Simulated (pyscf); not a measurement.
PySCF, gas phase, ωB97X-D3(BJ)/def2-SVP geometries.

### Question
Estimate by transition-state theory the rate constant of ethane (H₃C–CH₃) + HS–ZnH -> H₃C–CH₂–ZnH + H₂S (singlet surface; C–H, S–Zn broken, C–Zn, H–S formed) at 900 K, with ωB97M-D3(BJ)/def2-TZVP energies (ideal gas, 1 atm, RRHO with modes under 100 cm⁻¹ raised to 100, one conformer, R ln 2 for chiral ones without a mode under 150 cm⁻¹; no tunnelling).

### Answer
The electronic barrier is 49.6 kcal/mol and the thermal terms add +26.1, so ΔG‡ = 75.7 kcal/mol. With k_BT/h = 1.88e+13 s⁻¹ and RT = 1.788 kcal/mol, and a volume of 1.23e-19 cm³ per molecule at 1 atm, k = 9.5e-25 cm³ molecule⁻¹ s⁻¹. Wigner's tunnelling factor for 1280i cm⁻¹ would be 1.17. A shift of 1 kcal/mol in the barrier changes k by a factor 1.7. On the product side the descent ends in a complex, 6.7 kcal/mol under the separated species and 21.9 kcal/mol under the saddle at ωB97X-D3(BJ)/def2-TZVP. This is the saddle that the search found; another between the same sides may lie lower. Elements up to Kr have no core potential and no relativistic terms here.
